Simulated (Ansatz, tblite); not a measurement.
**The cluster Cu₂Se: removing and adding an electron**

Aim: the energy of removing and adding an electron for the cluster Cu₂Se, by energy differences, and how well orbital energies stand in for it.

The runs use Ansatz 0.2.0, Gaussian basis; as each input shows.

Levels to be run: charge +1 doublet, at the geometry of the singlet (PBE0-D4/def2-TZVP, PBE-D4/def2-TZVP, r2SCAN-D4/def2-TZVP); charge -1 doublet, at the geometry of the singlet (PBE0-D4/def2-TZVPD, PBE-D4/def2-TZVPD, r2SCAN-D4/def2-TZVPD); the starting singlet's energies come from earlier runs.

### 1 The relaxed structure

The singlet was relaxed beforehand with PBE0-D4/def2-TZVP. At that level it is the lowest of the isomers that a small search found.

3 atoms, charge 0, spin multiplicity 1.

Atoms are counted from 1 here; the program's logs count them from 0.

Bond lengths: Cu1–Se3 2.225 Å, Cu2–Se3 2.225 Å. Angles: Cu1–Se3–Cu2 72.1°.

No spin-orbit coupling is included.

### 2 Charge +1 doublet at the fixed geometry, first pass, PBE0-D4/def2-SVP

File in.yaml:

```yaml
crystal:
  periodic: [false, false, false]
  atoms:
    - {symbol: Cu, position_ang: [0.798363, -0.582256, -1.048132]}
    - {symbol: Cu, position_ang: [-0.626330, 1.293448, 0.098456]}
    - {symbol: Se, position_ang: [-0.172033, -0.711193, 0.949676]}
basis:
  gaussian: {orbitals: def2-SVP}
total_charge: 1
magnetization: {spin_polarized: true, initial_magnetization: 1}
hamiltonian: {xc: pbe0, dispersion: d4}
output: {orbitals: {seedname: orbitals}}
```

The run is started by

```bash
$ ansatz run in.yaml --threads 4 --pin off --events-out ev --progress --plain --max-ram 3916MiB
```

Log:

```text
Functional definition: PBE0
  name "PBE0"
  cite "Adamo & Barone, J. Chem. Phys. 110, 6158 (1999) doi:10.1063/1.478522"
  cite "Perdew, Burke & Ernzerhof, Phys. Rev. Lett. 77, 3865 (1996) doi:10.1103/PhysRevLett.77.3865"
  parent pbe
  parameter a = 0.25
  parameter kappa = 0.804
  parameter beta = 0.06672455060314922
  exchange = (1 - a)*pbe_x(kappa = kappa, mu = beta*pi^2/3) + a*exact_x
  correlation = pbe_c(beta = beta)
1000 factors; integrals over basis functions are off by at most 7.9e-4 eV
mean field evaluation 1: about -154561.9118 eV, gradient 8.3e1 eV
mean field evaluation 2: about -153780.7168 eV, gradient 4.3e2 eV
mean field evaluation 4: about -154583.0480 eV, gradient 8.4e0 eV
mean field evaluation 8: about -154583.4285 eV, gradient 4.9e-1 eV
mean field evaluation 16: about -154583.4295 eV, gradient 2.0e-4 eV
mean field -154583.42950489 eV, -5680.8362538927 hartree, gradient 2.5e-5 eV, S^2 0.754735; 2 other end points of the search recorded, 0 dependent functions left out
reference -154583.42957256 eV, -5680.8362563798 hartree; 46, 45 occupied and 48, 49 virtual orbitals, 1000 factors
Total energy: -154583.51256387 eV, -5680.8393062540 hartree
```

It took 4.1 s on 4 threads of AMD EPYC 7R43, shared host.

Report: HOMO -12.03 eV, LUMO -9.28 eV (over both spins); ⟨S²⟩ 0.755 (pure: 0.75).

### 3 Charge +1 doublet at the fixed geometry, PBE0-D4/def2-TZVP

start.molden holds the orbitals of an earlier run on this state, given as this run's starting guess.

Edit in.yaml of step 2 so:

```diff
@@ -7,3 +7,3 @@
 basis:
-  gaussian: {orbitals: def2-SVP}
+  gaussian: {orbitals: def2-TZVP, initial_orbitals: start.molden}
 total_charge: 1
@@ -11,2 +11,3 @@
 hamiltonian: {xc: pbe0, dispersion: d4}
+scf: {omitted_lower_state_checks: [starts]}
 output: {orbitals: {seedname: orbitals}}
```

The command is unchanged.

Log, shortened:

```text
Functional definition: PBE0
  name "PBE0"
  cite "Adamo & Barone, J. Chem. Phys. 110, 6158 (1999) doi:10.1063/1.478522"
  cite "Perdew, Burke & Ernzerhof, Phys. Rev. Lett. 77, 3865 (1996) doi:10.1103/PhysRevLett.77.3865"
  parent pbe
[...]
1272 factors; integrals over basis functions are off by at most 5.6e-4 eV
[...]
mean field -154604.48774611 eV, -5681.6101299838 hartree, gradient 2.6e-5 eV, S^2 0.755617; 0 other end points of the search recorded, 0 dependent functions left out
reference -154604.48777574 eV, -5681.6101310727 hartree; 46, 45 occupied and 92, 93 virtual orbitals, 1272 factors
Total energy: -154604.57076704 eV, -5681.6131809469 hartree
Checks for a lower state left out: starts
```

Run time: 6.5 s. Hardware: 4 threads of AMD EPYC 7R43, shared host.

HOMO -12.32 eV, LUMO -9.46 eV (over both spins); ⟨S²⟩ 0.756 (pure: 0.75).

### 4 Charge +1 doublet at the fixed geometry, PBE-D4/def2-TZVP

Edit in.yaml of step 3 so:

```diff
@@ -10,3 +10,3 @@
 magnetization: {spin_polarized: true, initial_magnetization: 1}
-hamiltonian: {xc: pbe0, dispersion: d4}
+hamiltonian: {xc: pbe, dispersion: d4}
 scf: {omitted_lower_state_checks: [starts]}
```

Same command.

Log:

```text
Functional definition: PBE
  name "PBE"
  cite "Perdew, Burke & Ernzerhof, Phys. Rev. Lett. 77, 3865 (1996) doi:10.1103/PhysRevLett.77.3865"
  parent pbe
  parameter kappa = 0.804
  parameter beta = 0.06672455060314922
  exchange = pbe_x(kappa = kappa, mu = beta*pi^2/3)
  correlation = pbe_c(beta = beta)
these checks for a lower state are left out or cut short: starts
1293 factors; their error is unknown
mean field evaluation 1: about -154602.4922 eV, gradient 9.2e0 eV
mean field evaluation 2: about -154602.7864 eV, gradient 6.8e-1 eV
mean field evaluation 4: about -154602.7071 eV, gradient 7.1e-2 eV
mean field evaluation 8: about -154602.7072 eV, gradient 1.5e-5 eV
mean field -154602.70716479 eV, -5681.5446948273 hartree, gradient 1.5e-5 eV, S^2 0.753264; 0 other end points of the search recorded, 0 dependent functions left out
reference -154602.70720506 eV, -5681.5446963073 hartree; 46, 45 occupied and 92, 93 virtual orbitals, 1293 factors
Total energy: -154602.80600445 eV, -5681.5483271177 hartree
Checks for a lower state left out: starts
```

Run time: 4 s. Hardware: 4 threads of AMD EPYC 7R43, shared host.

HOMO -11.21 eV, LUMO -10.59 eV (over both spins); ⟨S²⟩ 0.753 (pure: 0.75).

### 5 Charge +1 doublet at the fixed geometry, r2SCAN-D4/def2-TZVP

Edit in.yaml of step 4 so:

```diff
@@ -10,3 +10,3 @@
 magnetization: {spin_polarized: true, initial_magnetization: 1}
-hamiltonian: {xc: pbe, dispersion: d4}
+hamiltonian: {xc: r2scan, dispersion: d4}
 scf: {omitted_lower_state_checks: [starts]}
```

Launched as before.

Log:

```text
Functional definition: r2SCAN
  name "r2SCAN"
  cite "Furness, Kaplan, Ning, Perdew & Sun, J. Phys. Chem. Lett. 11, 8208 (2020) doi:10.1021/acs.jpclett.0c02405"
  cite "Furness, Kaplan, Ning, Perdew & Sun, J. Phys. Chem. Lett. 11, 9248 (2020) doi:10.1021/acs.jpclett.0c03077"
  parent r2scan
  parameter k0 = 0.174
  parameter k1 = 0.065
  parameter a1 = 4.9479
  exchange = r2scan_x(k0 = k0, k1 = k1, a1 = a1)
  correlation = r2scan_c
these checks for a lower state are left out or cut short: starts
1293 factors; their error is unknown
mean field evaluation 1: about -154624.4771 eV, gradient 6.3e0 eV
mean field evaluation 2: about -154624.6096 eV, gradient 4.6e-1 eV
mean field evaluation 4: about -154624.5346 eV, gradient 7.2e-2 eV
mean field evaluation 8: about -154624.5347 eV, gradient 1.7e-5 eV
mean field -154624.53466033 eV, -5682.3468404933 hartree, gradient 1.7e-5 eV, S^2 0.755927; 0 other end points of the search recorded, 0 dependent functions left out
reference -154624.53467593 eV, -5682.3468410665 hartree; 46, 45 occupied and 92, 93 virtual orbitals, 1293 factors
Total energy: -154624.55195386 eV, -5682.3474760188 hartree
Checks for a lower state left out: starts
```

It took 9.5 s on 4 threads of AMD EPYC 7R43, shared host.

HOMO -11.24 eV, LUMO -10.27 eV (over both spins); ⟨S²⟩ 0.756 (pure: 0.75).

### 6 Vertical ionisation energy

Charged state less starting state, singlet to doublet; the starting state's energies are those of its earlier runs.

| level | vertical ionisation energy (eV) | time |
| --- | --- | --- |
| PBE-D4/def2-TZVP | +7.62 | 7.2 s |
| r2SCAN-D4/def2-TZVP | +7.55 | 13 s |
| PBE0-D4/def2-TZVP | +7.53 | 9.2 s |

Times add the two runs; a level without a time comes out of a correlated run.

Beside −ε(HOMO) of the starting state:

| level | −ε(HOMO) (eV) | by difference (eV) | mismatch (eV) |
| --- | --- | --- | --- |
| PBE-D4/def2-TZVP | 4.70 | 7.62 | -2.93 |
| r2SCAN-D4/def2-TZVP | 4.79 | 7.55 | -2.76 |
| PBE0-D4/def2-TZVP | 5.62 | 7.53 | -1.91 |

### 7 Charge -1 doublet at the fixed geometry, first pass, PBE0-D4/def2-SVP

File in.yaml:

```yaml
crystal:
  periodic: [false, false, false]
  atoms:
    - {symbol: Cu, position_ang: [0.798363, -0.582256, -1.048132]}
    - {symbol: Cu, position_ang: [-0.626330, 1.293448, 0.098456]}
    - {symbol: Se, position_ang: [-0.172033, -0.711193, 0.949676]}
basis:
  gaussian: {orbitals: def2-SVP}
total_charge: -1
magnetization: {spin_polarized: true, initial_magnetization: 1}
hamiltonian: {xc: pbe0, dispersion: d4}
output: {orbitals: {seedname: orbitals}}
```

Launched as before.

Log, shortened:

```text
Functional definition: PBE0
  name "PBE0"
  cite "Adamo & Barone, J. Chem. Phys. 110, 6158 (1999) doi:10.1063/1.478522"
  cite "Perdew, Burke & Ernzerhof, Phys. Rev. Lett. 77, 3865 (1996) doi:10.1103/PhysRevLett.77.3865"
  parent pbe
[...]
1000 factors; integrals over basis functions are off by at most 7.9e-4 eV
[...]
mean field -154591.18783897 eV, -5681.1213674116 hartree, gradient 2.3e-6 eV, S^2 0.762781; 6 other end points of the search recorded, 0 dependent functions left out
reference -154591.18786747 eV, -5681.1213684588 hartree; 47, 46 occupied and 47, 48 virtual orbitals, 1000 factors
Total energy: -154591.27815737 eV, -5681.1246865515 hartree
```

It took 12 s on 4 threads of AMD EPYC 7R43, shared host.

HOMO 0.97 eV, LUMO 2.59 eV (over both spins); ⟨S²⟩ 0.763 (pure: 0.75). Doubts: highest occupied level lies above zero.

### 8 Charge -1 doublet at the fixed geometry, PBE0-D4/def2-TZVPD

Edit in.yaml of step 7 so:

```diff
@@ -7,3 +7,3 @@
 basis:
-  gaussian: {orbitals: def2-SVP}
+  gaussian: {orbitals: def2-TZVPD, initial_orbitals: start.molden}
 total_charge: -1
@@ -11,2 +11,3 @@
 hamiltonian: {xc: pbe0, dispersion: d4}
+scf: {omitted_lower_state_checks: [starts]}
 output: {orbitals: {seedname: orbitals}}
```

The command is unchanged.

Log, shortened:

```text
Functional definition: PBE0
  name "PBE0"
  cite "Adamo & Barone, J. Chem. Phys. 110, 6158 (1999) doi:10.1063/1.478522"
  cite "Perdew, Burke & Ernzerhof, Phys. Rev. Lett. 77, 3865 (1996) doi:10.1103/PhysRevLett.77.3865"
  parent pbe
[...]
1318 factors; integrals over basis functions are off by at most 5.5e-4 eV
[...]
mean field -154613.24798196 eV, -5681.9320627135 hartree, gradient 2.1e-5 eV, S^2 0.760078; 0 other end points of the search recorded, 0 dependent functions left out
reference -154613.24800943 eV, -5681.9320637231 hartree; 47, 46 occupied and 106, 107 virtual orbitals, 1318 factors
Total energy: -154613.33829934 eV, -5681.9353818159 hartree
Checks for a lower state left out: starts
```

It took 11 s on 4 threads of AMD EPYC 7R43, shared host; peak memory 0.61 GiB.

HOMO 0.26 eV, LUMO 1.79 eV (over both spins); ⟨S²⟩ 0.760 (pure: 0.75). Doubts: highest occupied level lies above zero.

### 9 Charge -1 doublet at the fixed geometry, PBE-D4/def2-TZVPD

Edit in.yaml of step 8 so:

```diff
@@ -10,3 +10,3 @@
 magnetization: {spin_polarized: true, initial_magnetization: 1}
-hamiltonian: {xc: pbe0, dispersion: d4}
+hamiltonian: {xc: pbe, dispersion: d4}
 scf: {omitted_lower_state_checks: [starts]}
```

The command is unchanged.

Log:

```text
Functional definition: PBE
  name "PBE"
  cite "Perdew, Burke & Ernzerhof, Phys. Rev. Lett. 77, 3865 (1996) doi:10.1103/PhysRevLett.77.3865"
  parent pbe
  parameter kappa = 0.804
  parameter beta = 0.06672455060314922
  exchange = pbe_x(kappa = kappa, mu = beta*pi^2/3)
  correlation = pbe_c(beta = beta)
these checks for a lower state are left out or cut short: starts
1361 factors; their error is unknown
mean field evaluation 1: about -154611.5028 eV, gradient 9.2e0 eV
mean field evaluation 2: about -154611.7610 eV, gradient 4.8e-1 eV
mean field evaluation 4: about -154611.7250 eV, gradient 3.8e-2 eV
mean field evaluation 8: about -154611.7250 eV, gradient 1.6e-5 eV
mean field -154611.72499959 eV, -5681.8760941436 hartree, gradient 1.6e-5 eV, S^2 0.756200; 0 other end points of the search recorded, 0 dependent functions left out
reference -154611.72503487 eV, -5681.8760954403 hartree; 47, 46 occupied and 106, 107 virtual orbitals, 1361 factors
Total energy: -154611.83252716 eV, -5681.8800457089 hartree
Checks for a lower state left out: starts
```

Run time: 5 s. Hardware: 4 threads of AMD EPYC 7R43, shared host.

HOMO 0.76 eV, LUMO 1.24 eV (over both spins); ⟨S²⟩ 0.756 (pure: 0.75). Doubts: highest occupied level lies above zero.

### 10 Charge -1 doublet at the fixed geometry, r2SCAN-D4/def2-TZVPD

Edit in.yaml of step 9 so:

```diff
@@ -10,3 +10,3 @@
 magnetization: {spin_polarized: true, initial_magnetization: 1}
-hamiltonian: {xc: pbe, dispersion: d4}
+hamiltonian: {xc: r2scan, dispersion: d4}
 scf: {omitted_lower_state_checks: [starts]}
```

Launched as before.

Log:

```text
Functional definition: r2SCAN
  name "r2SCAN"
  cite "Furness, Kaplan, Ning, Perdew & Sun, J. Phys. Chem. Lett. 11, 8208 (2020) doi:10.1021/acs.jpclett.0c02405"
  cite "Furness, Kaplan, Ning, Perdew & Sun, J. Phys. Chem. Lett. 11, 9248 (2020) doi:10.1021/acs.jpclett.0c03077"
  parent r2scan
  parameter k0 = 0.174
  parameter k1 = 0.065
  parameter a1 = 4.9479
  exchange = r2scan_x(k0 = k0, k1 = k1, a1 = a1)
  correlation = r2scan_c
these checks for a lower state are left out or cut short: starts
1361 factors; their error is unknown
mean field evaluation 1: about -154633.3898 eV, gradient 6.3e0 eV
mean field evaluation 2: about -154633.5137 eV, gradient 4.1e-1 eV
mean field evaluation 4: about -154633.4840 eV, gradient 4.4e-2 eV
mean field evaluation 8: about -154633.4840 eV, gradient 2.2e-5 eV
mean field -154633.48399643 eV, -5682.6757225289 hartree, gradient 2.2e-5 eV, S^2 0.770350; 0 other end points of the search recorded, 0 dependent functions left out
reference -154633.48403467 eV, -5682.6757239342 hartree; 47, 46 occupied and 106, 107 virtual orbitals, 1361 factors
Total energy: -154633.50283307 eV, -5682.6764147625 hartree
Checks for a lower state left out: starts
```

Wall time 10 s (4 threads of AMD EPYC 7R43, shared host).

HOMO 0.57 eV, LUMO 1.13 eV (over both spins); ⟨S²⟩ 0.770 (pure: 0.75). Doubts: highest occupied level lies above zero.

### 11 Vertical electron affinity

Starting state less charged state (positive: the electron is bound), singlet to doublet; the starting state's energies are those of its earlier runs.

| level | vertical electron affinity (eV) | time |
| --- | --- | --- |
| PBE-D4/def2-TZVPD | +1.33 | 6.7 s |
| r2SCAN-D4/def2-TZVPD | +1.33 | 13 s |
| PBE0-D4/def2-TZVPD | +1.17 | 14 s |

Times add the two runs; a level without a time comes out of a correlated run.

Beside −ε(LUMO) of the starting state:

| level | −ε(LUMO) (eV) | by difference (eV) | mismatch (eV) |
| --- | --- | --- | --- |
| PBE-D4/def2-TZVPD | 3.49 | 1.33 | +2.16 |
| r2SCAN-D4/def2-TZVPD | 3.26 | 1.33 | +1.93 |
| PBE0-D4/def2-TZVPD | 2.61 | 1.17 | +1.44 |

### 12 What came out

| quantity | value |
| --- | --- |
| vertical ionisation energy, functionals in def2-TZVP | 7.53 (PBE0-D4) to 7.62 eV (PBE-D4) |
| vertical electron affinity, functionals in def2-TZVPD | 1.17 (PBE0-D4) to 1.33 eV (r2SCAN-D4) |

In words: The vertical ionisation energy spans 7.53 to 7.62 eV over the functionals. −ε(HOMO) misses the level's own difference by -1.91 eV at best (PBE0-D4) and -2.93 eV at worst (PBE-D4). The vertical electron affinity spans 1.17 to 1.33 eV over the functionals. The anion's highest level lies above zero where self-interaction lifts it, so diffuse functions weigh on these values. −ε(LUMO) misses the level's own difference by +1.44 eV at best (PBE0-D4) and +2.16 eV at worst (PBE-D4). The charged states' spins were chosen beforehand and needn't be their lowest.
